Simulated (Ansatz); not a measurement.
Born–Oppenheimer molecular dynamics of CH4AlF (7 atoms, charge 0, multiplicity 1). It starts from a relaxed structure.

The calculation used RKS PBE0-D4/def2-mTZVP in Ansatz 0.2.0.

```
ensemble             : NVT, Langevin thermostat
time step            : 0.25 fs
steps asked          : 300
set temperature      : 300 K
friction             : 0.005 /fs
temperature schedule : 75 steps to 300 K, then 225 steps to 10 K
seed                 : 919675
```

First frame:

```xyz
7
Properties=species:S:1:pos:R:3
Al 0.007 0.001 -0.042
F -0.021 -0.007 1.617
H 1.445 0.005 -0.701
C -1.695 0.001 -0.976
H -2.278 -0.896 -0.744
H -2.317 0.852 -0.678
H -1.577 0.044 -2.062
```

Problem. How far do the bonds stretch over the last three quarters of this one trajectory? (Pairs bonded in most of those frames.)

Solution. 
| bond | mean (Å) | spread (Å) | shortest | longest |
| --- | --- | --- | --- | --- |
| Al1–F2 | 1.664 | 0.019 | 1.63 | 1.69 |
| Al1–H3 | 1.587 | 0.017 | 1.56 | 1.62 |
| Al1–C4 | 1.943 | 0.013 | 1.92 | 1.96 |
| C4–H5 | 1.097 | 0.016 | 1.07 | 1.12 |
| C4–H6 | 1.095 | 0.007 | 1.08 | 1.12 |
| C4–H7 | 1.097 | 0.025 | 1.06 | 1.13 |

Mean temperature of the second half: 96 K. The schedule's set-point averaged 107 K over the second half and the system 96 K. A run of 0.075 ps of so small a system gives no equilibrium averages.

Run time: 5.4 min on 1 thread of Intel(R) Xeon(R) 6975P-C (Granite Rapids), with other jobs on the host, peak memory 0.14 GiB.
